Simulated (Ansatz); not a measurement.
Structure relaxation of Ba2HfGa3

Computed with DFT PBE, scalar-relativistic, plane waves, PAW (Ansatz 0.2.0). Cutoff 420 eV, Γ-centred k mesh, Gaussian smearing, no spin polarisation in the final step.

Ba2HfGa3 was placed on the sites of a reported ScCo3B2 cell (P6/mmm, No. 191), with Hf in place of Sc, Ba in place of B, Ga in place of Co, at a guessed volume.

```xyz
6
Lattice="6.5027 0.0000 0.0000 -3.2514 5.6315 0.0000 0.0000 0.0000 3.9596" Properties=species:S:1:pos:R:3 pbc="T T T"
Ba    0.0000    3.7543    0.0000
Ba    3.2514    1.8772    0.0000
Hf    0.0000    0.0000    0.0000
Ga    3.2514    0.0000    1.9798
Ga    1.6257    2.8158    1.9798
Ga   -1.6257    2.8158    1.9798
```

Cell and atoms relax at zero pressure; the relaxation can't lower the symmetry of the start. After a coarse first stage the cell is made exact in the group found at 0.06 Å.

Energies over the elements count from the elements' standard structures at the same level, with no empirical corrections.

Task: Which crystal results?

Result: It keeps P6/mmm (No. 191), but not the shape of the type it started on. Conventional cell: a = 6.057 Å, c = 5.812 Å. Ba is coordinated by 6 Ga at 3.39 Å, 3 Hf at 3.50 Å and 3 Ba at 3.50 Å; Hf has 6 Ba at 3.50 Å; Ga has 4 Ga at 3.03 Å and 4 Ba at 3.39 Å.

Space group P6/mmm (No. 191). a = 6.057 Å, b = 6.057 Å, c = 5.812 Å, α = 90.00°, β = 90.00°, γ = 120.00°
```csv
atom,site,symmetry,x,y,z
Ba,2c,-6m2,0.3333,0.6667,0.0000
Hf,1a,6/mmm,0.0000,0.0000,0.0000
Ga,3g,mmm,0.5000,0.0000,0.5000
```

Task: What are its volume, energy, density and gap?

Result: The volume per atom is 30.77 Å³, the density is 5.96 g/cm³ and the energy over the elements is 0.54 eV/atom. The gap on the 6×6×8 mesh is 0 eV (a metal).

The final run used a 6×6×8 mesh on its 6-atom cell and 0.10 eV smearing. The k mesh leaves about 4 meV/atom of noise in metals. Spin–orbit coupling is left out. A structure relaxed within its symmetry needn't be a true minimum. The steps took about 3 core-minutes in all.